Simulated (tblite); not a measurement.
# FH4OP: the cost of one run

Computed with tblite 0.8.0 and PySCF 2.14.0; each step states its level. No surroundings beyond the atoms listed, unless a continuum is named. Atoms count from 0, parts from 1.

### 1 The system as given

7 atoms, charge 0, multiplicity 1; geometry: rigid parts in contact. Parts: 1 = atoms 0–3, `FP`, charge 0; 2 = atoms 4–6, `O`, charge 0.

### 2 Search for minima with GFN2-xTB

Job settings and geometry (Å):

```
{"job": {"kind": "dock", "xc": "GFN2-xTB", "basis": "xTB"}, "charge": 0, "multiplicity": 1, "parts": [{"atoms": "0-3", "charge": 0, "multiplicity": 1}, {"atoms": "4-6", "charge": 0, "multiplicity": 1}]}
F      1.344235    -0.061298    -0.183844
P     -0.083297     0.005579     0.603631
H     -0.585128     1.034206    -0.212847
H     -0.675809    -0.978487    -0.206940
O     -1.428973     2.761846    -1.568645
H     -1.586253     3.240640    -2.384880
H     -0.827952     2.042674    -1.772381
```

With the program's defaults for keys left out, this is: GFN2-xTB search for minima from random contacts, gas phase.

The run is started by

```console
$ OMP_NUM_THREADS=1 python cluster_run.py task.json out
```

This one command runs all jobs of the session in turn.

Q: Estimate the wall time of this first job on 1 thread of Arm Neoverse N1, shared host.

About 7.2 s.
